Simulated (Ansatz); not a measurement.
How far each method lies from full CI for CF⁺, triplet

Geometry: a PBE0/def2-TZVP stationary point for this spin. The singlet lies 4.2 eV lower here.

```yaml
atoms:
  - { symbol: C, position_ang: [0.0000, 0.0000, 0.0000] }
  - { symbol: F, position_ang: [0.0000, 0.0000, 1.2067] }
```

Basis 6-31G; Ansatz 0.2.0. Correlated methods freeze the noble-gas cores, which leaves 10 electrons in 16 orbitals. R marks a restricted (for open shells ROHF) determinant, U an unrestricted one. Active spaces: valence = (10e, 8o) chosen from the atoms' valence shells.

Full CI is exact within this basis and frozen core; it isn't the basis-set limit. The frozen core follows each run's orbitals, which can shift R against U totals by a few meV.

For open shells CISD and CISDTQ are restricted-active-space CI with the open shells as a complete middle space.

The UHF ⟨S²⟩ is 2.016 and the T1 diagnostic (RCCSD) is 0.0339. The largest doubles amplitude (RCCSD) is 0.067 and the T1 diagnostic (UCCSD) is 0.0266.

| level | E − E(full CI) (kJ/mol) | share of correlation (%) | wall time |
| --- | --- | --- | --- |
| RHF | 461.0 | 0.00 | – |
| UHF | 452.9 | 1.76 | – |
| RMP2 | 31.7 | 93.12 | – |
| UMP2 | 26.6 | 94.23 | – |
| CISD | 33.0 | 92.85 | 0.51 s |
| RCCSD | 16.3 | 96.47 | – |
| UCCSD | 16.2 | 96.48 | – |
| RCCSD(T) | 2.7 | 99.42 | 0.33 s |
| UCCSD(T) | 2.8 | 99.40 | 0.42 s |
| BCCD(T) | 2.6 | 99.44 | 0.42 s |
| RCCSDT | 0.6 | 99.88 | – |
| UCCSDT | 0.6 | 99.87 | – |
| CISDTQ | 1.1 | 99.76 | 4.2 s |
| RCCSDT(Q) | 0.2 | 99.96 | 2.9 s |
| UCCSDT(Q) | -0.5 | 100.10 | 2.6 s |
| RCCSDTQ | -0.1 | 100.02 | 26 s |
| UCCSDTQ | -0.1 | 100.02 | 26 s |
| CASSCF (valence space) | 231.4 | 49.81 | – |
| NEVPT2 (valence space) | 39.1 | 91.53 | 1.5 s |
| MRCISD (valence space) | 8.4 | 98.18 | – |
| MRCISD+Q (valence space) | 3.1 | 99.33 | 2.1 s |

The correlation energy at full CI, counted from RHF, is -4.778 eV. That run took 29 s on 1 thread of Arm Neoverse V2, shared host over 4,769,856 determinants.

Times hold each run's SCF and search for its determinant on a shared host, so for small cases they say little of a method's own cost; they ran on 1 thread of Arm Neoverse V2.

The full-CI state has the irrep B1 of C2v, in the program's axes (one component, if the state is degenerate).

Natural occupations of full CI about the gap: 1.991 1.978 1.965 1.944 1.004 0.999 0.054 0.028 0.013 0.008; effectively unpaired electrons, Σ n²(2−n)², 2.03.
